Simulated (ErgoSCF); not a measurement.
**CHF (SMILES [CH]F): B3LYP5/DunningTZ**

Aim: the energy change on altering one bond length of CHF at B3LYP5/DunningTZ, from 2 runs. 

Program for the calculation: ErgoSCF 3.8.

5 further runs of the same task are left out: 1 that didn't finish, 4 set aside as unsound or not needed.

## 1. Starting point

CHF: 3 atoms, total charge 0, spin state singlet. SMILES: `[CH]F`. The shape is that of a GFN2-xTB optimisation.

Bond lengths: C1–F2 1.316 Å, C1–H3 1.069 Å. Angles: F2–C1–H3 121.3°.

## 2. The energy at B3LYP5/DunningTZ

Contents of run.inp:

```
set_nthreads(1)
molecule_inline Angstrom
C  -0.128130 -0.359190 -0.106370
F  0.969610 -0.011280 0.530170
H  -0.841470 0.370470 -0.423800
EOF
scf.max_number_of_iterations = 80
basis = "DunningTZ"
scf.output_mulliken_pop = 1
tmpdir = "."
XC.type = "LMG"
run "B3LYP"
```

Command:

```sh
ergo run.inp
```

Output:

```text
[...]
INDF Weighted mixed functional:
[...]
INSC Energy   1 =        -93.21931780417
[...]
INDE PURIFICATION CONVERGED after 49 iterations
[...]
INDE PURIFICATION CONVERGED after 51 iterations
[...]
INDE PURIFICATION CONVERGED after 41 iterations
[...]
INDE PURIFICATION CONVERGED after 41 iterations
[...]
INDE E(LUMO) - E(HOMO) <=          0.12602755582 =          3.42938451542 eV
[...]
INSC Energy  26 =       -138.34666957876  ( diff      0.000000000000000 )
[...]
RESC CONVERGED after  26 iterations.
RESC FINAL ENERGY:       -138.34666957876
[...]
INSC SCF: dipole_moment_x [atomic units] =      -0.32582695
INSC SCF: dipole_moment_y [atomic units] =       0.83282814
INSC SCF: dipole_moment_z [atomic units] =      -0.09470772
[...]
```

It took 9.6 s on 1 thread of Intel Xeon at 2.50GHz (Skylake/Cascade Lake), shared host; peak memory 0.27 GiB.

## 3. The distorted shape, same level

Contents of ergo.in:

```
set_nthreads(1)
molecule_inline Angstrom
C      0.121551    -0.614583     0.004736
F      1.219291    -0.266673     0.641276
H     -0.841470     0.370470    -0.423800
EOF
XC.type = "LMG"
tmpdir = "."
scf.output_mulliken_pop = 1
basis = "DunningTZ"
scf.max_number_of_iterations = 80
run "B3LYP"
```

Command:

```sh
ergo ergo.in
```

Output:

```text
[...]
INDF Weighted mixed functional:
[...]
INSC Energy   1 =        -92.98826728592
[...]
INDE PURIFICATION CONVERGED after 69 iterations
[...]
INDE PURIFICATION CONVERGED after 44 iterations
[...]
INDE PURIFICATION CONVERGED after 41 iterations
[...]
INDE PURIFICATION CONVERGED after 41 iterations
[...]
INDE E(LUMO) - E(HOMO) <=          0.13583453366 =          3.69624597866 eV
[...]
INSC Energy  27 =       -138.32233173829  ( diff     -0.000000000000142 )
[...]
RESC CONVERGED after  27 iterations.
RESC FINAL ENERGY:       -138.32233173829
[...]
INSC SCF: dipole_moment_x [atomic units] =      -0.19179771
INSC SCF: dipole_moment_y [atomic units] =       0.57631675
INSC SCF: dipole_moment_z [atomic units] =      -0.04708510
[...]
```

Run time: 8.7 s. Hardware: 1 thread of Intel Xeon at 2.50GHz (Skylake/Cascade Lake), shared host; peak memory 0.27 GiB.

## 4. Results

Level: B3LYP5/DunningTZ.

| quantity | value |
| --- | --- |
| first shape: total energy | -138.34667 Eh |
| first shape: dipole moment | 2.29 D |
| distorted shape: total energy | -138.32233 Eh |
| distorted shape: dipole moment | 1.55 D |
| energy change with the C1–H3 bond stretched from 1.069 to 1.443 Å | 0.662 eV |

In words: With the C1–H3 bond stretched from 1.069 to 1.443 Å the energy rises by 0.66 eV (63.9 kJ/mol). The first shape isn't relaxed at this level, so the change isn't measured from a minimum. Mulliken charges (first shape) run from -0.19 on F2 to +0.17 on H3. Mulliken charges (distorted shape) run from -0.17 on F2 to +0.12 on H3.
